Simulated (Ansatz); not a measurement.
This script for the Python package of Ansatz (0.2.0) starts 3 runs on C₂H (charge -1), SMILES [C-]#C. What input does the engine get in each?

`basis.py`
```python
# -*- coding: utf-8 -*-
"""Basis-set convergence for C2H(-)."""

import warnings

import ansatz as az
from ase import Atoms


def main():
    warnings.simplefilter("ignore", az.DeckWarning)

    atoms = Atoms(["C", "C", "H"], positions=[
        (0.63353, 0.90177, 0.44825),
        (-0.01935, -0.0275, -0.0134),
        (-0.61419, -0.87426, -0.43485),
    ])
    geometry = az.Crystal.molecule_from_ase(atoms)

    setup = (
        geometry.calculation()
        .correlation("ccsd_t", electrons="valence")  # correlation on top of the mean field
        .charge(-1)
        .scf(lower_state_search="off")
    )

    energies = {}
    for basis in ["cc-pVDZ", "cc-pVTZ", "cc-pVQZ"]:
        rep = setup.basis(gaussian=basis).run(threads=1, backend="cpu").report
        size = rep["n_frozen"] + rep["n_occupied"][0] + rep["n_virtual"][0]
        energies[basis] = (rep["reference_energy_ev"] / 27.211386246, rep["free_energy_ev"] / 27.211386246)
        print(f"{basis:14s} {size:4d} orbitals  reference {energies[basis][0]:14.6f} Ha  total {energies[basis][1]:14.6f} Ha")

    # correlation energy at the basis limit from E(X) = E + A / X^3
    small, large = (energies[b][1] - energies[b][0] for b in ("cc-pVTZ", "cc-pVQZ"))
    limit = (4 ** 3 * large - 3 ** 3 * small) / (4 ** 3 - 3 ** 3)
    print(f"correlation energy: {small:.6f} and {large:.6f} Ha, extrapolated {limit:.6f} Ha")
    print(f"share caught by the larger set: {100 * large / limit:.1f} %")


if __name__ == "__main__":
    main()
```

Run 1:
```yaml
crystal:
  periodic: [false, false, false]
  atoms:
    - { symbol: C, position_ang: [0.63353, 0.90177, 0.44825] }
    - { symbol: C, position_ang: [-0.01935, -0.0275, -0.0134] }
    - { symbol: H, position_ang: [-0.61419, -0.87426, -0.43485] }
basis:
  gaussian:
    orbitals: cc-pVDZ
total_charge: -1.0
correlation:
  method: ccsd_t
  electrons: valence
scf:
  lower_state_search: "off"
```

Run 2, against run 1:
```diff
-    orbitals: cc-pVDZ
+    orbitals: cc-pVTZ
```

Run 3, against run 1:
```diff
-    orbitals: cc-pVDZ
+    orbitals: cc-pVQZ
```

```console
$ python basis.py
cc-pVDZ          33 orbitals  reference     -76.194224 Ha  total     -76.474719 Ha
cc-pVTZ          74 orbitals  reference     -76.223304 Ha  total     -76.561891 Ha
cc-pVQZ         140 orbitals  reference     -76.232441 Ha  total     -76.589694 Ha
correlation energy: -0.338587 and -0.357253 Ha, extrapolated -0.370873 Ha
share caught by the larger set: 96.3 %
```

Against cc-pVDZ: cc-pVTZ -87.2 mHa and cc-pVQZ -115.0 mHa. The last step alone is -27.80 mHa.

Reading the output:
- The settings weren't tested for convergence.
- The geometry is a force-field or estimated start, not a minimum of this method, and the last set is no limit. Much of the fall in a total is atomic energy, which cancels in bond and reaction energies.
- Inner cores stay frozen, so this is valence correlation.
- An extrapolation from small basis sets is rough.
- Anions want diffuse functions, which this basis lacks.
- Run time: 5.8 s on 1 thread of Arm Neoverse V2 (shared host), peak memory 0.67 GiB.
